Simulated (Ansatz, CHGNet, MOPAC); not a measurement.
# Ladder of methods for the lattice parameter a of rock-salt SnTe (cubic form, which distorts at low temperature)

Reference value: 6.316 Å (measured, room temperature, no zero-point or thermal correction; as tabulated in Maiti et al. (2022), arXiv:2109.01420).

| level (code) | value (Å) | difference (%) |
|---|---|---|
| MNDO semi-empirical Hartree-Fock (MOPAC) | 5.304 | -16.0 |
| CHGNet 0.3.0 | 6.416 | +1.58 |
| LDA (Ansatz) | 6.235 | -1.28 |
| PBE (Ansatz) | 6.410 | +1.49 |
| PBEsol-D3(BJ) (Ansatz) | 6.200 | -1.84 |
| r²SCAN0 (Ansatz) | 6.354 | +0.60 |
| Hartree–Fock (Ansatz) | 6.665 | +5.53 |

The reference is not for a static lattice or low temperature, so close values are not ranked against it. Off by more than 1.25 %, or 1.75 % on the side where a correction would as a rule narrow the miss (bounds picked here): MNDO semi-empirical Hartree-Fock (MOPAC) (-16.0 %), Hartree–Fock (+5.53 %), PBEsol-D3(BJ) (-1.84 %), CHGNet 0.3.0 (+1.58 %), PBE (+1.49 %).

The measured value isn't corrected to a static lattice, so vibrations enter the comparison. A static lattice is as a rule a little smaller than the measured one.  MNDO semi-empirical Hartree-Fock (MOPAC): the cell moved over 20 % in volume from its start. MNDO semi-empirical Hartree-Fock (MOPAC): the method was fitted mainly to molecules. MNDO semi-empirical Hartree-Fock (MOPAC): the run uses a supercell at the zone centre in place of a k mesh. LDA, PBE, PBEsol-D3(BJ), r²SCAN0, Hartree–Fock: symmetry holds this phase in the static calculation, where it need not be a minimum. Hartree–Fock: the cell is over a tenth larger than the published one: the level's own overestimate first of all, though another phase or state, or a fault of the published cell, is possible. Cutoffs and k meshes differ between the levels. Ansatz's density-functional and Hartree–Fock values are scalar-relativistic unless marked +SOC, with PAW data made under PBE.

Machine-learned potentials (CHGNet 0.3.0) are trained on DFT data: a solid inside that data is no test of them.

Differences are worked out from the printed values.

Ansatz is a first-principles code.
